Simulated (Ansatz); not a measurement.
System: fcc Al. Method: r²SCAN+rVV10 (Ansatz, a first-principles code, PAW).

Run with plane-wave cutoff 560 eV, 24×24×24 k mesh, Fermi–Dirac smearing 0.05 eV, scalar-relativistic PAW data made under PBE.

Computed points:

```csv
V (Å³/atom),E − E_lowest (meV/atom),P (GPa)
14.892,18.82,6.70
15.209,8.06,4.22
15.526,1.94,2.00
15.843,0.00,0.01
16.160,1.78,-1.77
16.476,6.88,-3.35
16.793,14.92,-4.76
```

Problem. Estimate the bulk modulus and its pressure derivative from these points.

Solution. V0 = 15.844 Å³/atom, B0 = 93.8 GPa, B′ = 4.7 (fit to the energies at full precision).

Measured, for comparison: bulk modulus 80.8 GPa (corrected for temperature and zero-point phonon effects, our sources range from 77.1 to 82.0; as tabulated in Levämäki et al. (2014), arXiv:1402.3671); equilibrium volume per atom 16.22 Å³/atom (static lattice: zero-point anharmonic expansion removed; as tabulated in Mejia-Rodriguez and Trickey (2018), arXiv:1807.09216). Computed (rounded) less measured: bulk modulus +16 % (+14 % to +22 % over the range), equilibrium volume per atom -2.3 %.

It cost roughly 80 core-seconds of CPU time.
